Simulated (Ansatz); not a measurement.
The same path of AlH3 + H (5 atoms, charge 0, multiplicity 2) was run twice with different band settings. Lost on the way: Al1–H2. Made: H2–H5.

Computed with UKS PBE0-D4/def2-TZVP (Ansatz).

Relaxed end points:

```xyz
5
Properties=species:S:1:pos:R:3
Al 0.000 0.000 -0.326
H 0.000 0.000 1.260
H 1.373 0.000 -1.119
H -1.373 0.000 -1.119
H 0.000 0.000 4.324
```

```xyz
5
Properties=species:S:1:pos:R:3
Al 0.000 0.000 -0.713
H 0.000 0.000 3.027
H 1.375 0.000 -1.534
H -1.375 0.000 -1.534
H 0.000 0.000 3.775
```

Common settings: movable images 5; climbing image yes; spring 5.0 eV/Å²; optimiser quadratic models (default); start path through a guess of the saddle point; force threshold 0.05 eV/Å; end points relaxed.

| run | iteration limit |
| --- | --- |
| 1 | 60 |
| 2 | 6 |

Problem. What does each run give, and how far can it be trusted?

Solution. Run 1: converged after 5 iterations, highest image 0.049 eV above the first end. A vibrational analysis at the climbing image gives one clearly imaginary mode, 462i cm⁻¹: a first-order saddle point.
Run 2: converged after 5 iterations, highest image 0.049 eV above the first end. Another band between the same ends (5 images) ends at a top of the same energy, where a vibrational analysis finds 1 clearly imaginary mode.
